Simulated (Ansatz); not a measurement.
**[OH···H···N], quartet: reading a ladder of total energies**

Geometry: a point of a hydrogen-transfer path between rigid fragments, not a stationary point.

```xyz
4

O    -1.1382   -0.0292    0.0000
H    -1.3876    0.8974    0.0000
H    -0.2462   -0.0292    0.0000
N     1.4178   -0.0292    0.0000
```

Basis cc-pVDZ; Ansatz 0.2.0. Only valence electrons are correlated (noble-gas cores frozen), which leaves 13 electrons in 36 orbitals. Prefix R: restricted or restricted open-shell reference; prefix U: unrestricted.

Full CI isn't at hand for all of this; UCCSDT(Q) serves as the reference, and is uncertain by about the last step of the cluster series.

Runs differ by some tens of microhartree through their thresholds and, for an open shell, their frozen cores, so steps under 0.03 kcal/mol mean nothing.

```csv
level,total energy (hartree)
UHF,-130.399471
UMP2,-130.673646
UCCSD,-130.699066
UCCSD(T),-130.703104
UCCSDT,-130.703438
UCCSDT(Q),-130.703933
```

Problem. What is the correlation energy at UCCSDT(Q), and what share of it do UMP2 and UCCSDT recover?

Solution. E(corr) = -130.703933 − (-130.399471) = -0.304462 hartree = -8.285 eV. UMP2: -0.274175 / -0.304462 = 90.05 %. UCCSDT: -0.303967 / -0.304462 = 99.84 %.

Problem. By how many kcal/mol does UCCSD(T) miss UCCSDT(Q) (1 hartree = 627.509 kcal/mol), and which steps make up the rest?

Solution. -130.703104 − (-130.703933) = 0.000829 hartree = 0.52 kcal/mol. Steps: UCCSDT − UCCSD(T) = -0.21, UCCSDT(Q) − UCCSDT = -0.31 kcal/mol. That is within 1 kcal/mol of the reference in this basis, which itself misses far more of the correlation at the basis-set limit.
